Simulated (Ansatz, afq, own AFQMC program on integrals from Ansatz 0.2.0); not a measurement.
# Where AFQMC and coupled cluster stand for GeH₅O, doublet

```xyz
7

O    -2.2762   -0.0100    0.0000
H    -2.5255    0.9166    0.0000
H    -1.3167   -0.0100    0.0000
Ge    0.5138   -0.0100    0.0000
H     0.9824   -1.4759    0.0000
H     0.9824    0.7230   -1.2695
H     0.9824    0.7230    1.2695
```

Basis cc-pVDZ. Only valence electrons are correlated. Ansatz 0.2.0 and our own AFQMC program on the same integrals; the CISD trial comes from CCSD amplitudes, and released means the phaseless constraint is let go. Error bars are statistical, one sigma. No spin–orbit coupling.

Determinant: UHF, the one that the program's search chose, which needn't be the lowest solution. The geometry is a point of a scan.

No full CI on the walks' own integrals is used here; CCSDT(Q) serves as the reference and is uncertain by about the last step of the cluster series.

Cautions: no relativity below Rb; no spin-orbit coupling; inner d shell frozen.

* T1 diagnostic: 0.0115
* weight of the determinant in the CISD state: 0.880
* ⟨S²⟩ of the determinant: 0.758
* size of the correlated space: 15 electrons in 51 orbitals

| level | correlation energy (eV) |
| --- | --- |
| MP2 | -8.2231 |
| CCSD | -9.1489 |
| CCSD(T) | -9.3197 |

(1) Estimate where AFQMC with the constraint released lies against CCSD(T) on the same integrals.

(1) 4.0 ± 0.5 kJ/mol below CCSD(T).

Reference: CCSDT(Q), correlation energy -9.358 eV. The released energy is read at 1.50 1/Eh (meV from the phaseless value at times in 1/Eh: 5 ± 4 at 0.24, 2 ± 3 at 0.51, -6 ± 4 at 0.99, -1 ± 5 at 1.50).

```json
{"level": "CCSD(T)", "E − E(reference) (kJ/mol)": "3.7", "share of correlation (%)": "99.59"}
{"level": "CCSDT", "E − E(reference) (kJ/mol)": "1.6", "share of correlation (%)": "99.83"}
{"level": "ph-AFQMC/CISD", "E − E(reference) (kJ/mol)": "-0.2 ± 0.4", "share of correlation (%)": "100.02"}
{"level": "released AFQMC", "E − E(reference) (kJ/mol)": "-0.3 ± 0.5", "share of correlation (%)": "100.04"}
```

A walk keeps the symmetry of its determinant, which the program's search chose and which needn't be the lowest solution, so a lower state of the same spin and another symmetry isn't excluded. Released energies are given only where the last usable release times agree within the noise; a slower fall can still hide under it.
